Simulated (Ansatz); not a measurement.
# BH₅SSi: small, medium and large basis sets

How large a basis does BH₅SSi need? Two functionals are run in growing sets.

Method: one geometry, several basis sets; program: Ansatz 0.2.0, Gaussian basis.

Levels to be run: PBE0-D4/def2-SVP; ωB97M-V/def2-SVP; PBE0-D4/def2-QZVPP; ωB97M-V/def2-QZVPP; the functionals' def2-TZVPP values are taken from earlier runs.

1 further run of the same task is left out (it didn't finish). Runs told in other sessions of the task aren't counted.

### Step 1. The geometry

All runs share one geometry, relaxed beforehand with PBE0-D4 in a triple-zeta def2 set.

SMILES `[SiH3]BS`, 8 atoms, charge 0, spin multiplicity 1.

Atoms are counted from 1 here; the program's logs count them from 0.

Bond lengths: Si1–B2 2.010 Å, Si1–H4 1.489 Å, Si1–H5 1.490 Å, Si1–H6 1.490 Å, B2–S3 1.763 Å, B2–H7 1.193 Å, S3–H8 1.347 Å. Angles: B2–Si1–H4 112.9°, B2–Si1–H5 109.7°, B2–Si1–H6 109.7°, H4–Si1–H5 108.4°, H4–Si1–H6 108.4°, H5–Si1–H6 107.6°, Si1–B2–S3 118.6°, Si1–B2–H7 122.0°, S3–B2–H7 119.5°, B2–S3–H8 100.4°.

### Step 2. PBE0-D4 in def2-SVP

in.yaml reads:

```yaml
crystal:
  periodic: [false, false, false]
  atoms:
    - {symbol: Si, position_ang: [-0.624635, 0.864869, -0.680343]}
    - {symbol: B, position_ang: [0.524660, -0.267269, 0.518092]}
    - {symbol: S, position_ang: [0.364528, -2.020361, 0.429542]}
    - {symbol: H, position_ang: [-1.525842, 0.058541, -1.548517]}
    - {symbol: H, position_ang: [0.238992, 1.708620, -1.554077]}
    - {symbol: H, position_ang: [-1.462127, 1.780393, 0.145240]}
    - {symbol: H, position_ang: [1.305985, 0.212926, 1.281190]}
    - {symbol: H, position_ang: [1.270640, -2.394819, 1.353072]}
basis:
  gaussian: {orbitals: def2-SVP}
hamiltonian: {xc: pbe0, dispersion: d4}
output: {orbitals: {seedname: orbitals}}
```

The run is started by

```console
> ansatz run in.yaml --threads 2 --pin off --events-out ev --progress --plain --max-ram 4352MiB
```

After this run come: ωB97M-V in def2-SVP; PBE0-D4 in def2-QZVPP; ωB97M-V in def2-QZVPP.

Q: Predict the results of all the runs planned. Wanted: PBE0-D4: double and triple zeta above quadruple; ωB97M-V: double and triple zeta above quadruple.

As calculated:

```
                                       quantity          value
PBE0-D4: double and triple zeta above quadruple  7.90, 0.64 eV
ωB97M-V: double and triple zeta above quadruple  7.94, 0.60 eV
```

**Reading.** PBE0-D4 gains 7.26 eV from double to triple zeta, then 0.64 eV more. These are total energies; as a rule much of such shifts cancels in differences, which this series doesn't test.
